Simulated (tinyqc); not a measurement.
Inside a calculation. Method: Born-Oppenheimer dynamics on the RHF/sto-3g surface (energies and gradients from PySCF), for LiH, spin multiplicity 1. Computed by tinyqc, a small Python program that keeps every step (integrals from PySCF). Settings: charge = 0, multiplicity = 1, basis = sto-3g, time step (fs) = 0.5, steps = 24. Command: `OMP_NUM_THREADS=1 python tinyqc.py 24269 24270 out.jsonl` (the two numbers bound the seeds that draw the settings). One thread of a shared host (Intel(R) Xeon(R) Processor @ 2.60GHz), about 1 s of CPU time with the checks.

## Velocity Verlet step 1

positions (bohr):
```
           x        y        z
1Li  0.00000  0.00000  0.00000
2H   0.00000  0.00000  3.31836
```

velocities (bohr per atomic time unit):
```
               x            y            z
1Li   0.00009772  -0.00008541  -0.00004823
2H   -0.00068028   0.00059459   0.00033577
```

gradient (hartree/bohr):
```
             x          y           z
1Li  0.0000000  0.0000000  -0.0384952
2H   0.0000000  0.0000000   0.0384952
```

masses (electron masses): 1Li 12789.39291, 2H 1837.15259

gradient after step 1 (hartree/bohr):
```
              x           y           z
1Li   0.0001872  -0.0001636  -0.0386574
2H   -0.0001872   0.0001636   0.0386574
```

dt = 0.5 fs = 20.6707 atomic units; x' = x + v dt - g dt^2 / (2m); after the new gradient g', v' = v - (g + g') dt / (2m).

positions after step 1 (bohr):
```
            x         y         z
1Li   0.00202  -0.00177  -0.00035
2H   -0.01406   0.01229   3.32082
```

velocities after step 1 (bohr per atomic time unit):
```
               x            y            z
1Li   0.00009757  -0.00008528   0.00001412
2H   -0.00067923   0.00059367  -0.00009827
```

## Velocity Verlet step 2

gradient after step 2 (hartree/bohr):
```
              x           y           z
1Li   0.0003706  -0.0003239  -0.0382436
2H   -0.0003706   0.0003239   0.0382436
```

As before.

positions after step 2 (bohr):
```
            x         y        z
1Li   0.00403  -0.00353  0.00058
2H   -0.02808   0.02454  3.31430
```

velocities after step 2 (bohr per atomic time unit):
```
               x            y            z
1Li   0.00009712  -0.00008488   0.00007626
2H   -0.00067609   0.00059093  -0.00053090
```

## Energy conservation

The total energy should stay constant up to terms of order dt^2; the step counts as short enough if it moves by less than 2 % of the largest kinetic energy.

Trajectory:
```
time (fs)  1Li-2H (angstrom)  potential (hartree)  kinetic (hartree)  total (hartree)
0.00000              1.75600           -7.8534068          0.0009760       -7.8524308
0.50000              1.75753           -7.8532954          0.0008651       -7.8524304
1.00000              1.75369           -7.8535745          0.0011431       -7.8524314
1.50000              1.74454           -7.8542274          0.0017934       -7.8524339
2.00000              1.73022           -7.8552135          0.0027755       -7.8524380
2.50000              1.71096           -7.8564687          0.0040252       -7.8524436
3.00000              1.68709           -7.8579050          0.0054543       -7.8524507
3.50000              1.65903           -7.8594112          0.0069520       -7.8524592
4.00000              1.62734           -7.8608562          0.0083874       -7.8524688
4.50000              1.59268           -7.8620949          0.0096160       -7.8524789
5.00000              1.55587           -7.8629786          0.0104902       -7.8524884
5.50000              1.51785           -7.8633719          0.0108760       -7.8524959
6.00000              1.47973           -7.8631756          0.0106760       -7.8524995
6.50000              1.44274           -7.8623544          0.0098570       -7.8524974
7.00000              1.40821           -7.8609645          0.0084762       -7.8524883
7.50000              1.37751           -7.8591710          0.0066989       -7.8524721
8.00000              1.35198           -7.8572437          0.0047924       -7.8524512
8.50000              1.33286           -7.8555196          0.0030896       -7.8524300
9.00000              1.32110           -7.8543339          0.0019197       -7.8524143
9.50000              1.31733           -7.8539333          0.0015245       -7.8524087
10.00000             1.32177           -7.8544037          0.0019885       -7.8524152
10.50000             1.33415           -7.8556443          0.0032127       -7.8524316
11.00000             1.35384           -7.8573981          0.0049451       -7.8524530
11.50000             1.37983           -7.8593267          0.0068530       -7.8524737
12.00000             1.41090           -7.8610960          0.0086067       -7.8524893
```

The total energy moves within 9.1e-05 hartree, under 2 % of the largest kinetic energy.
